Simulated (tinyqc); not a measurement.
Worked calculation (part 2 of 3): UHF in the sto-6g basis, for H2O, spin multiplicity 1. Computed by tinyqc, a small Python program that keeps every step (integrals from PySCF). Command: `OMP_NUM_THREADS=1 python tinyqc.py 24252 24253 out.jsonl` (the two numbers bound the seeds that draw the settings). One thread of a shared host (Intel(R) Xeon(R) Processor @ 2.60GHz), about 0.2 s of CPU time with the checks.

Geometry (angstrom):
```
atom         x          y         z
O     0.000000   0.000000  0.000000
H     0.000000   0.848000  0.647000
H     0.000000  -0.848000  0.647000
```

## Iteration 2: building the Fock matrix

D(alpha) after iteration 1:
```
            1O 1s      1O 2s     1O 2px     1O 2py     1O 2pz      2H 1s      3H 1s
1O 1s    1.046972  -0.197165   0.000000   0.000000   0.055389  -0.027152  -0.027152
1O 2s   -0.197165   0.856385   0.000000   0.000000  -0.297558   0.058919   0.058919
1O 2px   0.000000   0.000000   0.933676  -0.227629   0.000000   0.190893  -0.190893
1O 2py   0.000000   0.000000  -0.227629   0.460666   0.000000   0.223872  -0.223872
1O 2pz   0.055389  -0.297558   0.000000   0.000000   0.691302   0.209981   0.209981
2H 1s   -0.027152   0.058919   0.190893   0.223872   0.209981   0.313960  -0.125042
3H 1s   -0.027152   0.058919  -0.190893  -0.223872   0.209981  -0.125042   0.313960
```

D(beta) after iteration 1:
```
            1O 1s      1O 2s     1O 2px     1O 2py     1O 2pz      2H 1s      3H 1s
1O 1s    1.046972  -0.197165   0.000000   0.000000   0.055389  -0.027152  -0.027152
1O 2s   -0.197165   0.856385   0.000000   0.000000  -0.297558   0.058919   0.058919
1O 2px   0.000000   0.000000   0.933676   0.227629   0.000000  -0.190893   0.190893
1O 2py   0.000000   0.000000   0.227629   0.460666   0.000000   0.223872  -0.223872
1O 2pz   0.055389  -0.297558   0.000000   0.000000   0.691302   0.209981   0.209981
2H 1s   -0.027152   0.058919  -0.190893   0.223872   0.209981   0.313960  -0.125042
3H 1s   -0.027152   0.058919   0.190893  -0.223872   0.209981  -0.125042   0.313960
```

core Hamiltonian H = T + V (hartree):
```
             1O 1s      1O 2s     1O 2px     1O 2py     1O 2pz      2H 1s      3H 1s
1O 1s   -32.923353  -7.276656   0.000000   0.000000  -0.016046  -1.366120  -1.366120
1O 2s    -7.276656  -9.143175   0.000000   0.000000  -0.184227  -3.086704  -3.086704
1O 2px    0.000000   0.000000  -7.389078   0.000000   0.000000   0.000000   0.000000
1O 2py    0.000000   0.000000   0.000000  -7.512328   0.000000  -1.768040   1.768040
1O 2pz   -0.016046  -0.184227   0.000000   0.000000  -7.460825  -1.400706  -1.400706
2H 1s    -1.366120  -3.086704   0.000000  -1.768040  -1.400706  -4.657773  -1.158292
3H 1s    -1.366120  -3.086704   0.000000   1.768040  -1.400706  -1.158292  -4.657773
```

nuclear repulsion = 8.24989900 hartree

Given earlier and not repeated: Two-electron integrals (ij|kl) in chemists' order.

J_ij = sum D_kl (ij|kl) with D = D(alpha) + D(beta), K_ij = sum D_kl (ik|jl) for each spin; F = H + J - K(s); E = tr D H + tr D J / 2 - 0.5 sum_s tr D(s) K(s) + E_nn.

Coulomb J (hartree):
```
            1O 1s     1O 2s    1O 2px     1O 2py     1O 2pz     2H 1s      3H 1s
1O 1s   17.340493  3.079967  0.000000   0.000000  -0.011953  0.590621   0.590621
1O 2s    3.079967  8.135830  0.000000   0.000000   0.014499  2.728162   2.728162
1O 2px   0.000000  0.000000  8.133311   0.000000   0.000000  0.000000   0.000000
1O 2py   0.000000  0.000000  0.000000   8.133134   0.000000  1.715960  -1.715960
1O 2pz  -0.011953  0.014499  0.000000   0.000000   8.141043  1.321699   1.321699
2H 1s    0.590621  2.728162  0.000000   1.715960   1.321699  4.781921   1.038267
3H 1s    0.590621  2.728162  0.000000  -1.715960   1.321699  1.038267   4.781921
```

exchange K(alpha) (hartree):
```
           1O 1s      1O 2s     1O 2px     1O 2py     1O 2pz     2H 1s      3H 1s
1O 1s   4.897602   0.764065   0.000000   0.000000   0.000727  0.156711   0.156711
1O 2s   0.764065   1.266895   0.000000   0.000000  -0.084309  0.487639   0.487639
1O 2px  0.000000   0.000000   1.071678  -0.123819   0.000000  0.027459  -0.027459
1O 2py  0.000000   0.000000  -0.123819   0.893734   0.000000  0.313800  -0.313800
1O 2pz  0.000727  -0.084309   0.000000   0.000000   1.004965  0.242068   0.242068
2H 1s   0.156711   0.487639   0.027459   0.313800   0.242068  0.576744   0.157404
3H 1s   0.156711   0.487639  -0.027459  -0.313800   0.242068  0.157404   0.576744
```

exchange K(beta) (hartree):
```
           1O 1s      1O 2s     1O 2px     1O 2py     1O 2pz      2H 1s      3H 1s
1O 1s   4.897602   0.764065   0.000000   0.000000   0.000727   0.156711   0.156711
1O 2s   0.764065   1.266895   0.000000   0.000000  -0.084309   0.487639   0.487639
1O 2px  0.000000   0.000000   1.071678   0.123819   0.000000  -0.027459   0.027459
1O 2py  0.000000   0.000000   0.123819   0.893734   0.000000   0.313800  -0.313800
1O 2pz  0.000727  -0.084309   0.000000   0.000000   1.004965   0.242068   0.242068
2H 1s   0.156711   0.487639  -0.027459   0.313800   0.242068   0.576744   0.157404
3H 1s   0.156711   0.487639   0.027459  -0.313800   0.242068   0.157404   0.576744
```

F(alpha) (hartree):
```
             1O 1s      1O 2s     1O 2px     1O 2py     1O 2pz      2H 1s      3H 1s
1O 1s   -20.480463  -4.960753   0.000000   0.000000  -0.028726  -0.932210  -0.932210
1O 2s    -4.960753  -2.274239   0.000000   0.000000  -0.085420  -0.846182  -0.846182
1O 2px    0.000000   0.000000  -0.327445   0.123819   0.000000  -0.027459   0.027459
1O 2py    0.000000   0.000000   0.123819  -0.272927   0.000000  -0.365880   0.365880
1O 2pz   -0.028726  -0.085420   0.000000   0.000000  -0.324747  -0.321074  -0.321074
2H 1s    -0.932210  -0.846182  -0.027459  -0.365880  -0.321074  -0.452595  -0.277429
3H 1s    -0.932210  -0.846182   0.027459   0.365880  -0.321074  -0.277429  -0.452595
```

F(beta) (hartree):
```
             1O 1s      1O 2s     1O 2px     1O 2py     1O 2pz      2H 1s      3H 1s
1O 1s   -20.480463  -4.960753   0.000000   0.000000  -0.028726  -0.932210  -0.932210
1O 2s    -4.960753  -2.274239   0.000000   0.000000  -0.085420  -0.846182  -0.846182
1O 2px    0.000000   0.000000  -0.327445  -0.123819   0.000000   0.027459  -0.027459
1O 2py    0.000000   0.000000  -0.123819  -0.272927   0.000000  -0.365880   0.365880
1O 2pz   -0.028726  -0.085420   0.000000   0.000000  -0.324747  -0.321074  -0.321074
2H 1s    -0.932210  -0.846182   0.027459  -0.365880  -0.321074  -0.452595  -0.277429
3H 1s    -0.932210  -0.846182  -0.027459   0.365880  -0.321074  -0.277429  -0.452595
```

total energy of this density = -75.59385989 hartree

## Iteration 2: diagonalisation and new density

X:
```
            1O 1s      1O 2s    1O 2px     1O 2py     1O 2pz      2H 1s      3H 1s
1O 1s    1.022470  -0.134064  0.000000   0.000000  -0.007400   0.018079   0.018079
1O 2s   -0.134064   1.175510  0.000000   0.000000   0.079465  -0.239202  -0.239202
1O 2px   0.000000   0.000000  1.000000   0.000000   0.000000   0.000000   0.000000
1O 2py   0.000000   0.000000  0.000000   1.082212   0.000000  -0.188052   0.188052
1O 2pz  -0.007400   0.079465  0.000000   0.000000   1.040834  -0.123330  -0.123330
2H 1s    0.018079  -0.239202  0.000000  -0.188052  -0.123330   1.145612  -0.065640
3H 1s    0.018079  -0.239202  0.000000   0.188052  -0.123330  -0.065640   1.145612
```

Diagonalise F' = X^T F X, C = X C', fill 5 alpha and 5 beta electrons from the bottom; D(s) = C_occ C_occ^T. Each column has its largest component positive (the first on a tie).

F' = X^T F X (alpha) (hartree):
```
            1          2          3          4          5          6          7
1  -20.152862  -2.511811   0.000000   0.000000  -0.049379  -0.134855  -0.134855
2   -2.511811  -1.191504   0.000000   0.000000   0.101845  -0.444670  -0.444670
3    0.000000   0.000000  -0.327445   0.144326   0.000000  -0.056545   0.056545
4    0.000000   0.000000   0.144326  -0.034193   0.000000  -0.410041   0.410041
5   -0.049379   0.101845   0.000000   0.000000  -0.202725  -0.291097  -0.291097
6   -0.134855  -0.444670  -0.056545  -0.410041  -0.291097  -0.014645  -0.071707
7   -0.134855  -0.444670   0.056545   0.410041  -0.291097  -0.071707  -0.014645
```

orbital energies (alpha) (hartree): MO1 -20.483629, MO2 -1.200413, MO3 -0.581697, MO4 -0.439136, MO5 -0.341990, MO6 0.489734, MO7 0.619112

coefficients C (alpha):
```
              MO1        MO2        MO3        MO4        MO5        MO6        MO7
1O 1s    0.996727  -0.222461   0.000000   0.088776   0.000000  -0.115289   0.000000
1O 2s    0.014983   0.853697   0.000000  -0.476904   0.000000   0.751056   0.000000
1O 2px   0.000000   0.000000  -0.216213   0.000000   0.962527   0.000000   0.163688
1O 2py   0.000000   0.000000   0.626187   0.000000  -0.016086   0.000000   0.921705
1O 2pz   0.002752   0.099973   0.000000   0.787070   0.000000   0.700460   0.000000
2H 1s   -0.003146   0.163593   0.410807   0.282282   0.218669  -0.741262  -0.743203
3H 1s   -0.003146   0.163593  -0.410807   0.282282  -0.218669  -0.741262   0.743203
```

F' = X^T F X (beta) (hartree):
```
            1          2          3          4          5          6          7
1  -20.152862  -2.511811   0.000000   0.000000  -0.049379  -0.134855  -0.134855
2   -2.511811  -1.191504   0.000000   0.000000   0.101845  -0.444670  -0.444670
3    0.000000   0.000000  -0.327445  -0.144326   0.000000   0.056545  -0.056545
4    0.000000   0.000000  -0.144326  -0.034193   0.000000  -0.410041   0.410041
5   -0.049379   0.101845   0.000000   0.000000  -0.202725  -0.291097  -0.291097
6   -0.134855  -0.444670   0.056545  -0.410041  -0.291097  -0.014645  -0.071707
7   -0.134855  -0.444670  -0.056545   0.410041  -0.291097  -0.071707  -0.014645
```

orbital energies (beta) (hartree): MO1 -20.483629, MO2 -1.200413, MO3 -0.581697, MO4 -0.439136, MO5 -0.341990, MO6 0.489734, MO7 0.619112

coefficients C (beta):
```
              MO1        MO2        MO3        MO4        MO5        MO6        MO7
1O 1s    0.996727  -0.222461   0.000000   0.088776   0.000000  -0.115289   0.000000
1O 2s    0.014983   0.853697   0.000000  -0.476904   0.000000   0.751056   0.000000
1O 2px   0.000000   0.000000   0.216213   0.000000   0.962527   0.000000  -0.163688
1O 2py   0.000000   0.000000   0.626187   0.000000   0.016086   0.000000   0.921705
1O 2pz   0.002752   0.099973   0.000000   0.787070   0.000000   0.700460   0.000000
2H 1s   -0.003146   0.163593   0.410807   0.282282  -0.218669  -0.741262  -0.743203
3H 1s   -0.003146   0.163593  -0.410807   0.282282   0.218669  -0.741262   0.743203
```

D(alpha) after iteration 2:
```
            1O 1s      1O 2s     1O 2px     1O 2py     1O 2pz      2H 1s      3H 1s
1O 1s    1.050835  -0.217318   0.000000   0.000000   0.050375  -0.014469  -0.014469
1O 2s   -0.217318   0.956460   0.000000   0.000000  -0.289969   0.004990   0.004990
1O 2px   0.000000   0.000000   0.973206  -0.150872   0.000000   0.121654  -0.121654
1O 2py   0.000000   0.000000  -0.150872   0.392369   0.000000   0.253724  -0.253724
1O 2pz   0.050375  -0.289969   0.000000   0.000000   0.629482   0.238522   0.238522
2H 1s   -0.014469   0.004990   0.121654   0.253724   0.238522   0.323034  -0.110122
3H 1s   -0.014469   0.004990  -0.121654  -0.253724   0.238522  -0.110122   0.323034
```

D(beta) after iteration 2:
```
            1O 1s      1O 2s     1O 2px     1O 2py     1O 2pz      2H 1s      3H 1s
1O 1s    1.050835  -0.217318   0.000000   0.000000   0.050375  -0.014469  -0.014469
1O 2s   -0.217318   0.956460   0.000000   0.000000  -0.289969   0.004990   0.004990
1O 2px   0.000000   0.000000   0.973206   0.150872   0.000000  -0.121654   0.121654
1O 2py   0.000000   0.000000   0.150872   0.392369   0.000000   0.253724  -0.253724
1O 2pz   0.050375  -0.289969   0.000000   0.000000   0.629482   0.238522   0.238522
2H 1s   -0.014469   0.004990  -0.121654   0.253724   0.238522   0.323034  -0.110122
3H 1s   -0.014469   0.004990   0.121654  -0.253724   0.238522  -0.110122   0.323034
```

## Iteration 25 (converged): orbitals

converged F(alpha) (hartree):
```
             1O 1s      1O 2s     1O 2px     1O 2py     1O 2pz      2H 1s      3H 1s
1O 1s   -20.514574  -4.963708   0.000000   0.000000  -0.025825  -0.933250  -0.933250
1O 2s    -4.963708  -2.313098   0.000000   0.000000  -0.084504  -0.841451  -0.841451
1O 2px    0.000000   0.000000  -0.392411   0.000004   0.000000  -0.000001   0.000001
1O 2py    0.000000   0.000000   0.000004  -0.258400   0.000000  -0.368858   0.368858
1O 2pz   -0.025825  -0.084504   0.000000   0.000000  -0.297383  -0.330393  -0.330393
2H 1s    -0.933250  -0.841451  -0.000001  -0.368858  -0.330393  -0.451577  -0.276600
3H 1s    -0.933250  -0.841451   0.000001   0.368858  -0.330393  -0.276600  -0.451577
```

converged F(beta) (hartree):
```
             1O 1s      1O 2s     1O 2px     1O 2py     1O 2pz      2H 1s      3H 1s
1O 1s   -20.514574  -4.963708   0.000000   0.000000  -0.025825  -0.933250  -0.933250
1O 2s    -4.963708  -2.313098   0.000000   0.000000  -0.084504  -0.841451  -0.841451
1O 2px    0.000000   0.000000  -0.392411  -0.000004   0.000000   0.000001  -0.000001
1O 2py    0.000000   0.000000  -0.000004  -0.258400   0.000000  -0.368858   0.368858
1O 2pz   -0.025825  -0.084504   0.000000   0.000000  -0.297383  -0.330393  -0.330393
2H 1s    -0.933250  -0.841451   0.000001  -0.368858  -0.330393  -0.451577  -0.276600
3H 1s    -0.933250  -0.841451  -0.000001   0.368858  -0.330393  -0.276600  -0.451577
```

As before.

F' = X^T F X (alpha) (hartree):
```
            1          2          3          4          5          6          7
1  -20.188569  -2.503469   0.000000   0.000000  -0.046145  -0.138049  -0.138049
2   -2.503469  -1.249133   0.000000   0.000000   0.104564  -0.429304  -0.429304
3    0.000000   0.000000  -0.392411   0.000004   0.000000  -0.000002   0.000002
4    0.000000   0.000000   0.000004  -0.014741   0.000000  -0.417156   0.417156
5   -0.046145   0.104564   0.000000   0.000000  -0.168565  -0.304362  -0.304362
6   -0.138049  -0.429304  -0.000002  -0.417156  -0.304362  -0.013313  -0.074394
7   -0.138049  -0.429304   0.000002   0.417156  -0.304362  -0.074394  -0.013313
```

orbital energies (alpha) (hartree): MO1 -20.517588, MO2 -1.227615, MO3 -0.567994, MO4 -0.443339, MO5 -0.392411, MO6 0.494567, MO7 0.614334

coefficients C (alpha):
```
              MO1        MO2        MO3        MO4        MO5        MO6        MO7
1O 1s    0.996804  -0.226169   0.000000   0.088459   0.000000  -0.107384   0.000000
1O 2s    0.014621   0.877346   0.000000  -0.488770   0.000000   0.715331   0.000000
1O 2px   0.000000   0.000000  -0.000009   0.000000   1.000000   0.000000   0.000005
1O 2py   0.000000   0.000000   0.607473   0.000000   0.000001   0.000000   0.934283
1O 2pz   0.002547   0.094401   0.000000   0.758227   0.000000   0.732324   0.000000
2H 1s   -0.003019   0.144110   0.448715   0.317764   0.000008  -0.730872  -0.753381
3H 1s   -0.003019   0.144110  -0.448715   0.317764  -0.000008  -0.730872   0.753381
```

F' = X^T F X (beta) (hartree):
```
            1          2          3          4          5          6          7
1  -20.188569  -2.503469   0.000000   0.000000  -0.046145  -0.138049  -0.138049
2   -2.503469  -1.249133   0.000000   0.000000   0.104564  -0.429304  -0.429304
3    0.000000   0.000000  -0.392411  -0.000004   0.000000   0.000002  -0.000002
4    0.000000   0.000000  -0.000004  -0.014741   0.000000  -0.417156   0.417156
5   -0.046145   0.104564   0.000000   0.000000  -0.168565  -0.304362  -0.304362
6   -0.138049  -0.429304   0.000002  -0.417156  -0.304362  -0.013313  -0.074394
7   -0.138049  -0.429304  -0.000002   0.417156  -0.304362  -0.074394  -0.013313
```

orbital energies (beta) (hartree): MO1 -20.517588, MO2 -1.227615, MO3 -0.567994, MO4 -0.443339, MO5 -0.392411, MO6 0.494567, MO7 0.614334

coefficients C (beta):
```
              MO1        MO2        MO3        MO4        MO5        MO6        MO7
1O 1s    0.996804  -0.226169   0.000000   0.088459   0.000000  -0.107384   0.000000
1O 2s    0.014621   0.877346   0.000000  -0.488770   0.000000   0.715331   0.000000
1O 2px   0.000000   0.000000   0.000009   0.000000   1.000000   0.000000  -0.000005
1O 2py   0.000000   0.000000   0.607473   0.000000  -0.000001   0.000000   0.934283
1O 2pz   0.002547   0.094401   0.000000   0.758227   0.000000   0.732324   0.000000
2H 1s   -0.003019   0.144110   0.448715   0.317764  -0.000008  -0.730872  -0.753381
3H 1s   -0.003019   0.144110  -0.448715   0.317764   0.000008  -0.730872   0.753381
```

D(alpha) after iteration 25:
```
            1O 1s      1O 2s     1O 2px     1O 2py     1O 2pz      2H 1s      3H 1s
1O 1s    1.052595  -0.227091   0.000000   0.000000   0.048260  -0.007494  -0.007494
1O 2s   -0.227091   1.008847   0.000000   0.000000  -0.287739  -0.028923  -0.028923
1O 2px   0.000000   0.000000   1.000000  -0.000004   0.000000   0.000004  -0.000004
1O 2py   0.000000   0.000000  -0.000004   0.369024   0.000000   0.272582  -0.272582
1O 2pz   0.048260  -0.287739   0.000000   0.000000   0.583827   0.254534   0.254534
2H 1s   -0.007494  -0.028923   0.000004   0.272582   0.254534   0.323096  -0.079594
3H 1s   -0.007494  -0.028923  -0.000004  -0.272582   0.254534  -0.079594   0.323096
```

D(beta) after iteration 25:
```
            1O 1s      1O 2s     1O 2px     1O 2py     1O 2pz      2H 1s      3H 1s
1O 1s    1.052595  -0.227091   0.000000   0.000000   0.048260  -0.007494  -0.007494
1O 2s   -0.227091   1.008847   0.000000   0.000000  -0.287739  -0.028923  -0.028923
1O 2px   0.000000   0.000000   1.000000   0.000004   0.000000  -0.000004   0.000004
1O 2py   0.000000   0.000000   0.000004   0.369024   0.000000   0.272582  -0.272582
1O 2pz   0.048260  -0.287739   0.000000   0.000000   0.583827   0.254534   0.254534
2H 1s   -0.007494  -0.028923  -0.000004   0.272582   0.254534   0.323096  -0.079594
3H 1s   -0.007494  -0.028923   0.000004  -0.272582   0.254534  -0.079594   0.323096
```

## Convergence

Stop when the energy changes by less than 1e-10 hartree and every element of the error matrix X^T (F D S - S D F) X (for each spin) is below 3e-06.

Course of the cycle:
```
iteration   E (hartree)     change  largest element of the error matrix
1          -75.20741387          -                             1.95e-01
2          -75.59385989  -3.86e-01                             7.02e-02
3          -75.64451170  -5.07e-02                             4.18e-02
4          -75.65863235  -1.41e-02                             2.62e-02
5          -75.66374056  -5.11e-03                             1.66e-02
6          -75.66573048  -1.99e-03                             1.06e-02
7          -75.66652036  -7.90e-04                             6.70e-03
8          -75.66683587  -3.16e-04                             4.25e-03
9          -75.66696227  -1.26e-04                             2.70e-03
10         -75.66701299  -5.07e-05                             1.71e-03
11         -75.66703336  -2.04e-05                             1.09e-03
12         -75.66704155  -8.19e-06                             6.88e-04
13         -75.66704484  -3.29e-06                             4.37e-04
14         -75.66704616  -1.32e-06                             2.77e-04
15         -75.66704669  -5.32e-07                             1.76e-04
16         -75.66704691  -2.14e-07                             1.11e-04
17         -75.66704699  -8.61e-08                             7.06e-05
18         -75.66704703  -3.46e-08                             4.48e-05
19         -75.66704704  -1.39e-08                             2.84e-05
20         -75.66704705  -5.60e-09                             1.80e-05
21         -75.66704705  -2.25e-09                             1.14e-05
22         -75.66704705  -9.06e-10                             7.25e-06
23         -75.66704705  -3.64e-10                             4.60e-06
24         -75.66704705  -1.46e-10                             2.91e-06
25         -75.66704705  -5.90e-11                             1.85e-06
```

PySCF UHF in the same basis, after a stability check = -75.66704705 hartree

Converged in 25 iterations.
